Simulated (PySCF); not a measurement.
Functional benchmark on one molecule

Molecule: SMILES FCC(F)F, C2H3F3.

Molfile (atoms numbered from 1):
```
C2H3F3
     RDKit          3D

  8  7  0  0  0  0  0  0  0  0999 V2000
    1.2389   -0.4608    1.1841 F   0  0  0  0  0  0  0  0  0  0  0  0
    0.5428    0.3942    0.3830 C   0  0  0  0  0  0  0  0  0  0  0  0
   -0.5546   -0.3577   -0.3313 C   0  0  0  0  0  0  0  0  0  0  0  0
   -1.3068    0.5335   -1.0130 F   0  0  0  0  0  0  0  0  0  0  0  0
   -0.0272   -1.2287   -1.2120 F   0  0  0  0  0  0  0  0  0  0  0  0
    1.2143    0.8401   -0.3699 H   0  0  0  0  0  0  0  0  0  0  0  0
    0.0932    1.1966    0.9906 H   0  0  0  0  0  0  0  0  0  0  0  0
   -1.2007   -0.9173    0.3684 H   0  0  0  0  0  0  0  0  0  0  0  0
  1  2  1  0
  2  3  1  0
  3  4  1  0
  3  5  1  0
  2  6  1  0
  2  7  1  0
  3  8  1  0
M  END
```

Geometry PBE0-D3(BJ)/def2-SVP throughout; GIAO in PySCF 2.14, gas phase, one conformer, non-relativistic; equivalent atoms averaged; basis pcSseg-2.

Reference values (measured; G. Saielli, R. Bini, A. Bagno, Computational 19F NMR. 2. Organic compounds, RSC Adv. 2014, ESI (exp. from Berger-Braun-Kalinowski 1994 and Everett 1995)): δ(F4/F5) = -129.9 ppm vs CFCl3. Computed shifts are taken against CFCl3, calculated as an isolated molecule at each level.

How do the functionals HF, LDA, PBE, BLYP, BP86, OPBE, KT2, KT3, B97-D, B3LYP, PBE0, mPW1PW91, WP04, B97-2, BHandHLYP, CAM-B3LYP, wB97X-D, LC-wPBE perform against the reference? Times are CPU seconds on shared hosts with different chips, so compare them loosely; the GGAs took longer than the global hybrids here, which isn't the general rule, and the cause wasn't traced.

Results:


```
functional                    kind   F4/F5  abs. error F  core-s
        HF            Hartree–Fock  -112.4          17.5     7.9
       LDA                     LDA  -162.9          33.0      17
       PBE                     GGA  -159.2          29.3      22
      BLYP                     GGA  -157.3          27.4      22
      BP86                     GGA  -160.0          30.1      22
      OPBE                     GGA  -154.8          24.9      23
       KT2                     GGA  -166.0          36.1      22
       KT3                     GGA  -158.5          28.6      22
     B97-D                     GGA  -154.8          24.9      22
     B3LYP           global hybrid  -145.3          15.4      15
      PBE0           global hybrid  -144.1          14.2      15
  mPW1PW91           global hybrid  -143.6          13.7      15
      WP04           global hybrid  -141.1          11.2      16
     B97-2           global hybrid  -143.6          13.7      14
 BHandHLYP           global hybrid  -130.7           0.8      14
 CAM-B3LYP  range-separated hybrid  -134.8           4.9      19
   wB97X-D  range-separated hybrid  -137.5           7.6      21
   LC-wPBE  range-separated hybrid  -124.2           5.7      25
```

For 19F the closest is BHandHLYP (0.8 ppm) and the furthest KT2 (36.1 ppm). One molecule is a small sample, and vibrational and solvent effects are absent from the calculation.
